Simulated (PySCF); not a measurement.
Species: 3,3-dimethyl-1-butene, C6H12.
SMILES: `C=CC(C)(C)C`

Torsions of this conformer, `[CH2:1]=[CH:2][C:3]([CH3:4])([CH3:5])[CH3:6]`: C1–C2–C3–C4 121°.

The closed-shell ground state was solved at several levels (PySCF, density fitting, gas phase, non-relativistic). Geometry: PBE0-D3(BJ)/def2-TZVP; no solvent, vibrations or thermal averaging.

| level | basis functions | total energy (Eh) | HOMO (eV) | LUMO (eV) | gap (eV) | dipole (D) |
| --- | --- | --- | --- | --- | --- | --- |
| wB97X-D/pcSseg-2 | 384 | -235.8555 | -9.25 | 2.19 | 11.44 | 0.39 |
| B97-2/pcSseg-2 | 384 | -235.8457 | -7.12 | 0.34 | 7.46 | 0.40 |
| KT3/pcSseg-2 | 384 | -239.8093 | -6.26 | -0.59 | 5.67 | 0.38 |

(1) Estimate the row for PBE0/pcSseg-2, a basis of 384 functions; the other rows only guide the guess.

(2) Over all these levels, which gives the widest orbital gap and which the narrowest?

(3) In the pcSseg-2 basis, how does the gap go with the fixed share of exact exchange?

(4) How far do the dipole and the HOMO energy spread over the levels?

Answers

(1) Total energy -235.6349 Eh, HOMO -7.39 eV, LUMO 0.38 eV, gap 7.77 eV, dipole 0.39 D.

(2) wB97X-D/pcSseg-2 (range-separated hybrid) has the widest, 11.44 eV, and KT3/pcSseg-2 (GGA) the narrowest, 5.67 eV. From the narrowest to the widest the HOMO moves by -2.99 eV and the LUMO by +2.78 eV.

(3) KT3 (0 %) 5.67 eV; B97-2 (21 %) 7.46 eV; PBE0 (25 %) 7.77 eV. Each rise in the share widens the gap here.

(4) The dipole runs from 0.38 to 0.40 D (mean 0.39 D) and the HOMO from -9.25 to -6.26 eV.

The pairwise dispersion term of wB97X-D wasn't added to the energies; at a given geometry it leaves orbitals and properties as they are.
